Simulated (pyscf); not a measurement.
•O–CH₂–OH (SMILES [O]CO) → O=CH–OH (SMILES O=CO) + H• (SMILES [H]), a bond scission (doublet surface; C–H broken, none formed). Optimised with ωB97X-D3(BJ)/def2-SVP in PySCF. MP2 and CC: frozen core, UHF for open shells. ΔMP2 is the change of the MP2 total energy from the triple- to the quadruple-zeta basis. Energies in kcal/mol from the reactant's lowest minimum found.

Small-basis levels: PySCF, no dispersion term, spherical d functions. Open shells are spin-unrestricted. 

Q: In single points HF/3-21G puts the saddle at 35.3 kcal/mol and the reaction energy at +21.4 kcal/mol. Should these be trusted to within a few kcal/mol? Compare with CCSD(T)/def2-TZVPP + ΔMP2(QZVPP).

A: CCSD(T)/def2-TZVPP + ΔMP2(QZVPP) gives ΔE‡ = 16.5 kcal/mol and ΔE = +6.3 kcal/mol. HF/3-21G lies 18.8 kcal/mol over it in the barrier and 15.0 kcal/mol over it in the reaction energy, so on this step it does not hold to within 3.0 kcal/mol. CCSD(T)/def2-TZVPP + ΔMP2(QZVPP) has limits of its own. •O–CH₂–OH lies 6.9 kcal/mol over its isomer HO–CH•–OH (electronic energy, ωB97M-D3(BJ)). This is the saddle that the search found; another between the same sides may lie lower. The CCSD(T) − MP2 part came from Ansatz, without density fitting, on the same reference. A UHF reference is spin-contaminated (<S²> up to 0.85), which harms MP2 most.
